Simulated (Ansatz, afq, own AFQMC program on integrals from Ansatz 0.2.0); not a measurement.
Two steps: Ansatz 0.2.0 writes the Fock matrix and Cholesky factors of the valence space, and afq projects on them the lowest state that overlaps trial and start.

```yaml
crystal:
  periodic: [false, false, false]
  atoms:
    - {symbol: N, position_ang: [0.000000, 0.000000, 0.000000]}
    - {symbol: H, position_ang: [0.000000, 0.000000, 1.036583]}
basis:
  gaussian: {orbitals: aug-cc-pVDZ}
total_charge: -1
magnetization: {spin_polarized: false, initial_magnetization: 1}
correlation: {method: ccsd_t, electrons: outside_noble_gas, hamiltonian_folder: ham}
```

```sh
$ ansatz run in.yaml --threads 1 --pin off --events-out ev --progress --plain --max-ram 24576MiB --backend cuda --devices 0, --max-vram 18GiB
```

afq runs on the folder ham with

```
--method free --trial cisd --walkers 4000 --time-step 0.03 --max-blocks 4000 --target-error 0.00032 --factor-cut 1e-05 --seed 2795 --times 0,0.3,0.6,1.2,1.8,2.4,3.6,4.8,6 --taylor-order 8
```

Times are imaginary, in 1/Eh. The walk had a cap of 61 s.

afq prints:

```
orbitals 31  electrons 4 3  factors 216 of 315
reference energy -54.91292303 Eh
CCSD correlation -0.18824179 Eh in 14 cycles, weight of the determinant in the CISD state 0.9116
repeat  energy at the last time / Eh  error
    10  -55.108871  0.000232
    20  -55.108799  0.000183
    30  -55.108745  0.000135
time / (1/Eh)  energy / Eh  error  mean overlap
  0.00  -55.101135  0.000032  1.0968
  0.30  -55.105527  0.000038  1.0981
  0.60  -55.106994  0.000036  1.1004
  1.20  -55.108022  0.000044  1.1049
  1.80  -55.108370  0.000047  1.1114
  2.40  -55.108504  0.000058  1.1195
  3.60  -55.108869  0.000093  1.1246
  4.80  -55.108902  0.000104  1.1302
  6.00  -55.108789  0.000139  1.1422
energy -55.108789 +/- 0.000139 Eh
```

The run passed its tests (error under three times the target), which doesn't prove that it has relaxed.

Against this walk (error 3.8 meV) on the same determinant: CCSD(T) 29.5 meV higher, CCSDT(Q) 3.8 meV lower (within the noise), CCSDTQ 4.6 meV lower (within the noise), full CI 4.8 meV lower (within the noise). The error is statistical, and a free projection of finite length keeps a remainder of its start.

Cautions: remainder of the start not in the error; a spin-contaminated unrestricted determinant lies lower (UHF 574 meV lower, ⟨S²⟩ 1.77).

The walk took 25 s on 1 × NVIDIA H100 80GB HBM3 with 2 threads of AMD EPYC 7R13 Processor (Zen 3), with other jobs on the host (the card was shared). The log's last line is the free-projection energy.

CCSDT and higher add their correlation energy to the determinant of the CCSD(T) run, since their own runs factorise the integrals more tightly (a shift of under 2 meV). A walk keeps the symmetry of its determinant, which the program's search chose and which needn't be the lowest solution, so a lower state of the same spin and another symmetry isn't excluded.
